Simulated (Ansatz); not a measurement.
## [CH₃···H···H], doublet: reading a ladder of total energies

Geometry: a point of a hydrogen-transfer path between rigid fragments, not a stationary point.

```xyz
6

C    -0.1434    0.0000    0.0000
H    -0.5066    1.0273    0.0000
H    -0.5066   -0.5137    0.8897
H    -0.5066   -0.5137   -0.8897
H     1.0206    0.0000    0.0000
H     2.2086    0.0000    0.0000
```

Basis cc-pVTZ; Ansatz 0.2.0. Only valence electrons are correlated (noble-gas cores frozen), which leaves 9 electrons in 99 orbitals. Prefix R: restricted or restricted open-shell reference; prefix U: unrestricted.

Full CI isn't at hand for all of this; UCCSDT(Q) serves as the reference, and is uncertain by about the last step of the cluster series.

Runs differ by some tens of microhartree through their thresholds and, for an open shell, their frozen cores, so steps under 0.03 kcal/mol mean nothing.

```json
{"level": "UHF", "total energy (hartree)": "-40.688540"}
{"level": "UMP2", "total energy (hartree)": "-40.893758"}
{"level": "UCCSD", "total energy (hartree)": "-40.916320"}
{"level": "UCCSD(T)", "total energy (hartree)": "-40.923262"}
{"level": "UCCSDT", "total energy (hartree)": "-40.923743"}
{"level": "UCCSDT(Q)", "total energy (hartree)": "-40.923933"}
```

Q: What is the correlation energy at UCCSDT(Q), and what share of it do UMP2 and UCCSD recover?

A: E(corr) = -40.923933 − (-40.688540) = -0.235393 hartree = -6.405 eV. UMP2: -0.205218 / -0.235393 = 87.18 %. UCCSD: -0.227780 / -0.235393 = 96.77 %.

Q: By how many kcal/mol does UCCSD(T) miss UCCSDT(Q) (1 hartree = 627.509 kcal/mol), and which steps make up the rest?

A: -40.923262 − (-40.923933) = 0.000671 hartree = 0.42 kcal/mol. Steps: UCCSDT − UCCSD(T) = -0.30, UCCSDT(Q) − UCCSDT = -0.12 kcal/mol. That is within 1 kcal/mol of the reference in this basis, which itself misses far more of the correlation at the basis-set limit.
